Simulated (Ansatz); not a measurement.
Geometry optimisation, RKS r2SCAN-D4/6-31G* in Ansatz.

Input:

```yaml
crystal:
  periodic: [false, false, false]
  atoms:
    - { symbol: Al, position_ang: [0.0, 0.0, 0.0] }
    - { symbol: H, position_ang: [1.104, 0.0, 1.3707] }
    - { symbol: F, position_ang: [1.8591, 0.0, 0.3402] }
    - { symbol: F, position_ang: [-1.4635, 0.0, -0.845] }
basis:
  gaussian: { orbitals: "6-31G*" }
hamiltonian:
  xc: r2scan
  dispersion: d4
relax:
  f_tol: 0.15
  max_steps: 25
  restrain:
    - { distance: [1, 2], at: 0.92, k: 30.0 }
    - { distance: [0, 1], at: 2.76, k: 30.0 }
    - { distance: [0, 2], at: 2.89, k: 30.0 }
output:
  orbitals: {}
```

Run as:

```bash
$ ansatz run input.yaml --threads 1 --pin off --max-ram 2048MiB --backend cpu --events-out ev --progress --plain --runs-dir out
```

Problem. Where does it end, and by what steps?

Solution. The forces met the threshold. The restraints hold the end off the free minimum; the threshold counts their pulls, which the force column leaves out. Restrained pairs: H2–F3 (1.28 → 0.93 Å), Al1–H2 (1.76 → 2.76 Å), Al1–F3 (1.89 → 2.88 Å). After 13 steps the energy has fallen by 1.006 eV (the restraints' own energy left out); Al1 moved furthest, 1.01 Å.

```tsv
step	energy less start (eV)	largest force component (eV/Å)	accepted
0	0.0000	1.231	yes
1	0.4853	3.446	yes
2	0.7306	9.127	yes
3	-0.4269	4.467	yes
4	-0.8561	0.466	yes
5	-0.8916	0.782	no
6	-0.8835	0.335	yes
7	-0.9113	0.338	yes
8	-0.9419	0.614	yes
9	-0.9616	0.365	yes
10	-0.9724	0.373	yes
11	-0.9811	0.390	yes
12	-0.9980	0.599	yes
13	-1.0057	0.365	yes
```

```xyz
4
Properties=species:S:1:pos:R:3
Al -0.935 0.000 0.375
H 1.660 0.000 1.325
F 1.948 0.000 0.439
F -1.174 0.000 -1.274
```

Run time: 22 s on 1 thread of Arm Neoverse V2 (shared host), peak memory 0.12 GiB.
